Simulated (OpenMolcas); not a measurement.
# PH2 (SMILES [PH2]): a chain of runs

Aim: a single-point energy (UHF/pcseg-0), then the energy (CASSCF(3,3)/pcseg-0), then the energy (CASPT2(3,3)/pcseg-0), then the energy (SC-NEVPT2(3,3)/pcseg-0), then a single-point energy (MRCI(3,3)/pcseg-0) of PH2. 

The calculation is run with OpenMolcas 26.06.

## Step 1: The structure to begin with

The species is PH2 (3 atoms), meant as a doublet with charge 0. As SMILES, `[PH2]`. The P1–H2 distance was set to 2.088 Å, away from the relaxed value. At this shape a bond of the SMILES string is far longer than usual.

Bond lengths: P1–H3 1.392 Å. A long bond or contact: P1–H2 2.088 Å.

## Step 2: The energy at UHF/pcseg-0 (run 1)

The input, step1.input:

```
* H2P Hartree-Fock

&GATEWAY
 BasLib=$CurrDir
 Coord
 3
 angstrom
 P        0.715954      -0.967817       0.292811
 H        0.111510       1.027360       0.172420
 H       -0.424496      -1.389687      -0.384969
 Basis=pcseg-0
 Group=NoSym

&SEWARD

&SCF
 UHF
 Spin=2
 Scramble=0.25
 PrOrbitals=1 1
```

The basis set pcseg-0 is read from a file made from the Basis Set Exchange's data (not shown).

The run is started by

```sh
$ export MOLCAS_MEM=1860
$ pymolcas step1.input > step1.log
```

The log of the run:

```text
--- Start Module: gateway ---
[...]
--- Stop Module: gateway /rc=_RC_ALL_IS_WELL_ ---
--- Start Module: seward ---
[...]
      Basis functions           17
--- Stop Module: seward /rc=_RC_ALL_IS_WELL_ ---
--- Start Module: scf ---
[...]
       Convergence after  20 Iterations
[...]
::    Total SCF energy                               -341.3581012392
[...]
      Total spin, S                                     0.7206349299
[...]
      Total electronic charge=   17.000000
      Total            charge=   -0.000000
[...]
      Dipole Moment (debye):
      Origin of the operator (angstrom)=    0.6626   -0.9198    0.2684
                   X= -8.9500E-01               Y= -4.4742E-01               Z= -5.4443E-01           Total=  1.1391E+00
      Quadrupole Moment (debye*angstrom):
[...]
--- Stop Module: scf /rc=_RC_ALL_IS_WELL_ ---
[...]
```

Wall time 1.9 s (1 thread of Arm Neoverse V1, shared host); peak memory 0.37 GiB.

## Step 3: The energy at CASSCF(3,3)/pcseg-0 (run 2)

The input, step2.inp:

```
* H2P CASSCF

&GATEWAY
 BasLib=$CurrDir
 Coord
 3
 angstrom
 P        0.715954      -0.967817       0.292811
 H        0.111510       1.027360       0.172420
 H       -0.424496      -1.389687      -0.384969
 Basis=pcseg-0
 Group=NoSym

&SEWARD

&RASSCF
 FileOrb=$CurrDir/step1.UnaOrb
 Spin=2
 Nactel=3 0 0
 Inactive=7
 Ras2=3
 OrbListing=Nothing
 OrbAppear=Compact
```

The basis set pcseg-0 is read from a file made from the Basis Set Exchange's data (not shown).

The run is started by

```sh
$ export MOLCAS_MEM=1860
$ pymolcas step2.inp > step2.log
```

The log of the run:

```text
--- Start Module: gateway ---
[...]
--- Stop Module: gateway /rc=_RC_ALL_IS_WELL_ ---
--- Start Module: seward ---
[...]
      Basis functions           17
--- Stop Module: seward /rc=_RC_ALL_IS_WELL_ ---
--- Start Module: rasscf ---
[...]
      Number of active orbitals                  3
[...]
      Spin quantum number                      0.5
[...]
      Active orbitals                            3
[...]
      Number of CSFs                             8
[...]
      Number of root(s) required                 1
[...]
      Convergence after 11 iterations
[...]
      printout of CI-coefficients larger than  0.05 for root  1
      energy=    -341.383496
      conf/sym  111     Coeff  Weight
             1  2u0  -0.95564 0.91325
             4  udu  -0.09872 0.00975
             6  uud  -0.05700 0.00325
             8  0u2  -0.27159 0.07376
      Natural orbitals and occupation numbers for root  1
      sym 1:   1.839488   1.000000   0.160512
      ************************************************************************************************************************
      *                                                    Final results                                                     *
[...]
::    RASSCF root number  1 Total energy:   -341.38349640
[...]
      Total electronic charge=   17.000000
      Total            charge=   -0.000000
[...]
      Dipole Moment (debye):
      Origin of the operator (angstrom)=    0.6626   -0.9198    0.2684
                   X= -8.7233E-01               Y= -4.4528E-01               Z= -5.3163E-01           Total=  1.1144E+00
      Quadrupole Moment (debye*angstrom):
[...]
--- Stop Module: rasscf /rc=_RC_ALL_IS_WELL_ ---
[...]
```

Wall time 1.8 s (1 thread of Arm Neoverse V1, shared host); peak memory 0.37 GiB.

## Step 4: The energy at CASPT2(3,3)/pcseg-0 (run 3)

The input, step3.input:

```
* H2P CASPT2
>>> EXPORT MOLCAS_PRINT=2

&GATEWAY
 BasLib = $CurrDir
 Coord
 3
 angstrom
 P        0.715954      -0.967817       0.292811
 H        0.111510       1.027360       0.172420
 H       -0.424496      -1.389687      -0.384969
 Basis = pcseg-0
 Group = NoSym

&SEWARD

&RASSCF
 FileOrb = $CurrDir/step2.RasOrb
 Spin = 2
 Nactel = 3 0 0
 Inactive = 7
 Ras2 = 3
 OrbListing = Nothing
 OrbAppear = Compact

&CASPT2
 Imaginary = 0.1
 Frozen = 5
```

The basis set pcseg-0 is read from a file made from the Basis Set Exchange's data (not shown).

The run is started by

```sh
$ export MOLCAS_MEM=1860
$ pymolcas step3.input > step3.log
```

The log of the run:

```text
--- Start Module: gateway ---
[...]
--- Stop Module: gateway /rc=_RC_ALL_IS_WELL_ ---
[...]
      Basis functions           17
[...]
--- Start Module: rasscf ---
[...]
      Number of active orbitals                  3
[...]
      Spin quantum number                      0.5
[...]
      Active orbitals                            3
[...]
      Number of CSFs                             8
[...]
      Number of root(s) required                 1
[...]
      Convergence after  4 iterations
[...]
      printout of CI-coefficients larger than  0.05 for root  1
      energy=    -341.383496
      conf/sym  111     Coeff  Weight
             1  2u0  -0.95564 0.91325
             4  udu  -0.09872 0.00975
             6  uud  -0.05700 0.00325
             8  0u2  -0.27159 0.07376
      Natural orbitals and occupation numbers for root  1
      sym 1:   1.839489   1.000000   0.160511
      ************************************************************************************************************************
      *                                                    Final results                                                     *
[...]
::    RASSCF root number  1 Total energy:   -341.38349640
[...]
      Total electronic charge=   17.000000
      Total            charge=   -0.000000
[...]
      Dipole Moment (debye):
      Origin of the operator (angstrom)=    0.6626   -0.9198    0.2684
                   X= -8.7233E-01               Y= -4.4527E-01               Z= -5.3163E-01           Total=  1.1144E+00
      Quadrupole Moment (debye*angstrom):
[...]
--- Stop Module: rasscf /rc=_RC_ALL_IS_WELL_ ---
--- Start Module: caspt2 ---
[...]
      E2 (Variational):          -0.0352628384
      Total energy:            -341.4187592421
[...]
      Reference weight:           0.98321
[...]
::    CASPT2 Root  1     Total energy:   -341.41875924
[...]
```

Wall time 1.8 s (1 thread of Arm Neoverse V1, shared host); peak memory 0.37 GiB.

## Step 5: The energy at SC-NEVPT2(3,3)/pcseg-0 (run 4)

The input, step4.inp:

```
* H2P NEVPT2

&gateway
 baslib=$CurrDir
 coord
 3
 angstrom
 P        0.715954      -0.967817       0.292811
 H        0.111510       1.027360       0.172420
 H       -0.424496      -1.389687      -0.384969
 basis=pcseg-0
 group=NoSym

&seward

&rasscf
 fileorb=$CurrDir/step2.RasOrb
 spin=2
 nactel=3 0 0
 inactive=7
 ras2=3
 orblisting=Nothing
 orbappear=Compact

&caspt2
 sc-nevpt2
 frozen=5
```

The basis set pcseg-0 is read from a file made from the Basis Set Exchange's data (not shown).

The run is started by

```sh
$ export MOLCAS_MEM=1860
$ pymolcas step4.inp > step4.log
```

The log of the run:

```text
--- Start Module: gateway ---
[...]
--- Stop Module: gateway /rc=_RC_ALL_IS_WELL_ ---
[...]
      Basis functions           17
[...]
--- Start Module: rasscf ---
[...]
      Number of active orbitals                  3
[...]
      Spin quantum number                      0.5
[...]
      Active orbitals                            3
[...]
      Number of CSFs                             8
[...]
      Number of root(s) required                 1
[...]
      Convergence after  4 iterations
[...]
      printout of CI-coefficients larger than  0.05 for root  1
      energy=    -341.383496
      conf/sym  111     Coeff  Weight
             1  2u0  -0.95564 0.91325
             4  udu  -0.09872 0.00975
             6  uud  -0.05700 0.00325
             8  0u2  -0.27159 0.07376
      Natural orbitals and occupation numbers for root  1
      sym 1:   1.839489   1.000000   0.160511
      ************************************************************************************************************************
      *                                                    Final results                                                     *
[...]
::    RASSCF root number  1 Total energy:   -341.38349640
[...]
      Total electronic charge=   17.000000
      Total            charge=   -0.000000
[...]
      Dipole Moment (debye):
      Origin of the operator (angstrom)=    0.6626   -0.9198    0.2684
                   X= -8.7233E-01               Y= -4.4527E-01               Z= -5.3163E-01           Total=  1.1144E+00
      Quadrupole Moment (debye*angstrom):
[...]
--- Stop Module: rasscf /rc=_RC_ALL_IS_WELL_ ---
[...]
      E2 (Variational):          -0.0351153624
[...]
      E2 (Variational):          -0.0350604979
      Total energy:            -341.4185569017
[...]
      Reference weight:           0.98314
[...]
::    SC-NEVPT2 Root  1     Total energy:   -341.41855690
[...]
```

It took 1.8 s on 1 thread of Arm Neoverse V1, shared host; peak memory 0.37 GiB.

## Step 6: The energy at MRCI(3,3)/pcseg-0 (run 5)

The input, step5.inp:

```
&GATEWAY
  BASLIB = $CurrDir
  COORD
  3
  angstrom
  P        0.715954      -0.967817       0.292811
  H        0.111510       1.027360       0.172420
  H       -0.424496      -1.389687      -0.384969
  BASIS = pcseg-0
  GROUP = NoSym

&SEWARD

&RASSCF
  FILEORB = $CurrDir/step2.RasOrb
  SPIN = 2
  NACTEL = 3 0 0
  INACTIVE = 7
  RAS2 = 3
  ORBLISTING = Nothing
  ORBAPPEAR = Compact

&MOTRA
  LUMORB
  FROZEN = 5

&GUGA
  ELECTRONS = 7
  SPIN = 2
  INACTIVE = 2
  ACTIVE = 3
  CIALL = 1

&MRCI
  SDCI
```

The basis set pcseg-0 is read from a file made from the Basis Set Exchange's data (not shown).

The run is started by

```sh
$ export MOLCAS_MEM=1860
$ pymolcas step5.inp > step5.log
```

The log of the run:

```text
--- Start Module: gateway ---
[...]
      Basis functions           17
[...]
      Number of active orbitals                  3
[...]
      Spin quantum number                      0.5
[...]
      Active orbitals                            3
[...]
      Number of CSFs                             8
[...]
      Number of root(s) required                 1
[...]
      Convergence after  4 iterations
[...]
      printout of CI-coefficients larger than  0.05 for root  1
      energy=    -341.383496
      conf/sym  111     Coeff  Weight
             1  2u0  -0.95564 0.91325
             4  udu  -0.09872 0.00975
             6  uud  -0.05700 0.00325
             8  0u2  -0.27159 0.07376
      Natural orbitals and occupation numbers for root  1
      sym 1:   1.839489   1.000000   0.160511
      ************************************************************************************************************************
      *                                                    Final results                                                     *
[...]
::    RASSCF root number  1 Total energy:   -341.38349640
[...]
      Dipole Moment (debye):
      Origin of the operator (angstrom)=    0.6626   -0.9198    0.2684
                   X= -8.7233E-01               Y= -4.4527E-01               Z= -5.3163E-01           Total=  1.1144E+00
      Quadrupole Moment (debye*angstrom):
[...]
--- Start Module: guga ---
[...]
       (But an ACPF correction will be computed)
       USE THE DEFAULT ACPF G-VALUE GFAC=  0.28571428571428570
[...]
                      CI ENERGY:  -341.42940741
[...]
                ACPF CORRECTION:    -0.00101899
[...]
      Total electronic charge=   17.000000
      Total            charge=    0.000000
[...]
     ACPF CORRECTION:     -0.00101899
[...]
  CI State   1     Total energy:   -341.42940741     QDav:     -0.00143936     QACPF:     -0.00101899
[...]
```

Wall time 1.9 s (1 thread of Arm Neoverse V1, shared host); peak memory 0.37 GiB.

## Step 7: Results

| quantity | value |
| --- | --- |
| run 1, UHF/pcseg-0: total energy | -341.35810 Eh |
| run 1, UHF/pcseg-0: dipole moment | 1.14 D |
| run 1, UHF/pcseg-0: HOMO energy (highest over α and β) | -10.71 eV |
| run 1, UHF/pcseg-0: LUMO energy (lowest over α and β) | 1.21 eV |
| run 1, UHF/pcseg-0: ⟨S²⟩ | 1.240 |
| run 2, CASSCF(3,3)/pcseg-0: total energy | -341.38350 Eh |
| run 2, CASSCF(3,3)/pcseg-0: dipole moment (CASSCF density) | 1.11 D |
| run 3, CASPT2(3,3)/pcseg-0: total energy | -341.41876 Eh |
| run 3, CASPT2(3,3)/pcseg-0: dipole moment (CASSCF density) | 1.11 D |
| run 4, SC-NEVPT2(3,3)/pcseg-0: total energy | -341.41856 Eh |
| run 4, SC-NEVPT2(3,3)/pcseg-0: dipole moment (CASSCF density) | 1.11 D |
| run 5, MRCI(3,3)/pcseg-0: total energy | -341.42941 Eh |
| run 5, MRCI(3,3)/pcseg-0: dipole moment (CASSCF density) | 1.11 D |

What this shows: ⟨S²⟩ (run 1, UHF/pcseg-0) is 1.24 where a pure doublet has 0.75: the reference is spin-contaminated. Mulliken charges (run 3, CASPT2(3,3)/pcseg-0) of the CASSCF density run from -0.04 on H2 to +0.06 on P1.
